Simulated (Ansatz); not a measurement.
A made-up structure of CH6AlB, closed shell:

```xyz
9
angstrom
B -1.1076 0.9538 -1.4068
Al 0.7209 -1.1372 0.8673
C 0.1538 0.6403 0.2672
H -2.3056 0.9969 -1.3266
H -0.6906 1.1086 -2.5229
H 0.5009 1.4791 0.8144
H 0.1759 -2.2791 0.0250
H 2.2378 -1.2340 0.8612
H 0.2868 -1.3678 2.3056
```

It is relaxed with PBE-D4/def2-SVP and then PBE0-D4/def2-TZVP (Ansatz 0.2.0). Atoms count as bonded within 1.22 times the sum of their covalent radii (H–H: 0.88 Å). The end point is not checked to be a true minimum.

Task: Does its bonding change? (A judgement: the text doesn't fix the answer.)

Result: Computed: Yes. Formed: B1–C3, C3–H9; broken: Al2–H9.

Where it ends: The first stage lowers the energy by 5.94 eV in 40 steps. It ends as CH₆AlB ([BH2][CH2][AlH2]):
B1  (-0.791, 0.730, -0.824)
Al2  (0.822, -1.216, 0.283)
C3  (-0.193, 0.469, 0.537)
H4  (-1.839, 0.236, -1.138)
H5  (-0.185, 1.354, -1.651)
H6  (0.585, 1.158, 0.879)
H7  (0.093, -2.603, 0.517)
H8  (2.368, -1.147, -0.050)
H9  (-0.889, 0.180, 1.332)
(Å)

Labels in which every atom is bracketed show which atoms are joined, not bond orders.

For scale, one of the runs: PBE0-D4/def2-TZVP relaxation, 135 basis functions, launched by `ansatz run in.yaml --threads 2 --pin off --events-out ev --progress --plain --max-ram 4352MiB`. Hardware: 2 CPU threads of an Arm Neoverse V2, shared host. Wall time about 18 s.
